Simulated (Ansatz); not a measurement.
## 1T (CdI2-type) HfS₂

These are PBE-D3(BJ) (plane waves, PAW; Ansatz, a quantum-chemistry and plane-wave program) values and carry that method's errors.

Run with plane-wave cutoff 500 eV, 12×12×6 k mesh (along the axes of the cell as run), gaussian smearing 0.02 eV, scalar-relativistic PAW data made under PBE.

Cell: relaxed at this level.

```json
{
  "volume_per_atom": "21.65 Å³/atom",
  "lattice_parameter_a": "3.606 Å",
  "lattice_parameter_c": "5.768 Å"
}
```

Measured, for comparison: lattice constant a 3.635 Å (temperature not stated, no zero-point or thermal correction; as tabulated in Björkman (2014), arXiv:1406.2436); lattice parameter c 5.83 Å (temperature not stated, zero-point anharmonic expansion removed (computed with revB86b-DF2); no thermal correction; as tabulated in Björkman (2014), arXiv:1406.2436). Computed (rounded) less measured: lattice constant a -0.8 %, lattice parameter c -1.1 %. A static lattice is as a rule a little smaller and stiffer than an uncorrected measurement, which narrows the difference in the lattice constant a and would widen misses of the other sign.

Spin–orbit coupling is not included.

Cost on a shared machine: about 60 core-seconds (a rough figure).
